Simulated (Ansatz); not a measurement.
A calculation on bcc K returned lattice constant a 5.328 Å, bulk modulus 3.16 GPa, cohesive energy 0.54 eV/atom.

For reference: lattice constant a 5.212 Å (measured, low-temperature or extrapolated to 0 K; zero-point anharmonic expansion removed; as tabulated in Csonka et al. (2009), arXiv:0903.4037); bulk modulus 3.75 GPa (measured, corrected for temperature and zero-point phonon effects; as tabulated in Levämäki et al. (2014), arXiv:1402.3671); cohesive energy 0.94 ± 0.008 eV/atom (measured, from 0 K enthalpies of formation; zero-point vibration energy (9/8 kB θD) added; as tabulated in Csonka et al. (2009), arXiv:0903.4037).

Q: Which level of theory produced these numbers?
A) BLYP (Ansatz (an electronic-structure program))
B) PBEsol (Ansatz)
C) PBE-D3(BJ) (Ansatz)
D) HSE06 (Ansatz)

A: A, BLYP (Ansatz)

The others give: HSE06 5.331 Å, 3.47 GPa, 0.84 eV/atom; PBE-D3(BJ) 5.163 Å, 4.15 GPa, 0.99 eV/atom; PBEsol 5.215 Å, 3.72 GPa, 0.93 eV/atom.

Unless a cell is named, each level is at its own relaxed cell (BLYP 75.64, HSE06 75.75, PBE-D3(BJ) 68.81, PBEsol 70.91 Å³/atom).

Ansatz's density-functional and Hartree–Fock values are scalar-relativistic unless marked +SOC, with PAW data made under PBE.
